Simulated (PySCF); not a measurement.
## Removing an electron from `CC(=S)CO`

Species: C₃H₆OS.
Z-matrix (Å and degrees, PBE0-D3(BJ)/def2-SVP geometry), rows numbered from 1:
```
C 
C   1  1.4930
S   2  1.6284  1  123.66
C   2  1.5031  1  115.98  3  -179.01
O   4  1.3743  2  115.81  1   174.64
H   1  1.1018  2  111.43  3  -143.63
H   1  1.1040  2  108.86  3    98.74
H   1  1.0967  2  111.38  3   -20.26
H   4  1.1115  2  106.90  1    49.99
H   4  1.1139  2  105.51  1   -61.14
H   5  0.9770  4  105.88  2     4.94
```

Level: CAM-B3LYP/def2-SVPD (PySCF). Frontier orbitals with their largest atomic shares (Löwdin; up to four atoms above 4 %):

```json
{"orbital": "HOMO−3", "ε (eV)": "-11.29", "main atoms": "O5 38 %, C2 16 %, C4 15 %, S3 11 %"}
{"orbital": "HOMO−2", "ε (eV)": "-10.04", "main atoms": "S3 34 %, O5 26 %, C2 22 %, C1 7 %"}
{"orbital": "HOMO−1", "ε (eV)": "-9.54", "main atoms": "O5 41 %, S3 18 %, C4 15 %, C2 9 %"}
{"orbital": "HOMO", "ε (eV)": "-8.40", "main atoms": "?"}
{"orbital": "LUMO", "ε (eV)": "-1.20", "main atoms": "S3 40 %, C2 39 %, C1 5 %, C4 5 %"}
{"orbital": "LUMO+1", "ε (eV)": "0.94", "main atoms": "S3 22 %, C1 20 %, C4 14 %, H6 9 %"}
{"orbital": "LUMO+2", "ε (eV)": "1.72", "main atoms": "S3 69 %, O5 10 %, H11 5 %"}
```

What vertical ionisation energy does ΔSCF give, and how far is −ε(HOMO) from it?

ΔSCF: 9.27 eV (895 kJ/mol; threshold wavelength 134 nm); ⟨S²⟩ of the doublet left behind is 0.757, against 0.75 for a pure doublet. −ε(HOMO) is 8.40 eV, 0.87 eV below it. In exact Kohn–Sham theory the two would be equal; CAM-B3LYP (range-separated hybrid) falls short of its own ΔSCF value by 9 %.

On which atoms does the HOMO lie?

S3 (thiocarbonyl sulfur) 72 %, C2 (thiocarbonyl carbon) 10 %, C1 (methyl carbon) 4 %, so more than half of it is on one atom. The HOMO−1 lies 1.14 eV lower.

And the vertical electron affinity, the fundamental gap, Mulliken's electronegativity and the hardness (with the factor ½)?

EA = 0.50 eV by ΔSCF (−ε(LUMO) = 1.20 eV). IE − EA = 8.77 eV against an orbital gap of 7.20 eV; (IE + EA)/2 = 4.88 eV; (IE − EA)/2 = 4.38 eV. Parr's electrophilicity index (IE + EA)²/[8(IE − EA)] is 1.36 eV.

The lowest singlet excitation (vertical TDDFT, same level) lies at 2.95 eV. How far is it below IE − EA?

IE − EA = 8.77 eV, so by 5.82 eV.

What total energies stand behind the ΔSCF value?

E(N) = -590.99065 Eh and E(N − 1) = -590.64983 Eh at the same geometry, 0.34082 Eh apart. With one more electron, E(N + 1) = -591.00919 Eh.

With α = 64.1 au, estimate the like-pair dispersion coefficient by London's formula C6 = (3/4)α²I.

I = 0.3408 Eh, so C6 ≈ 1050 au, a rough estimate.

Shift the occupied levels rigidly so that −ε(HOMO) equals the ΔSCF value. What binding energies result?

The shift is +0.87 eV: HOMO 9.27, HOMO−1 10.41, HOMO−2 10.91, HOMO−3 12.16 eV. A rigid shift is only a rough guide to the deeper ionisations.

One conformer (not necessarily the lowest) at the PBE0-D3(BJ)/def2-SVP geometry, without solvent, vibrations or thermal averaging.
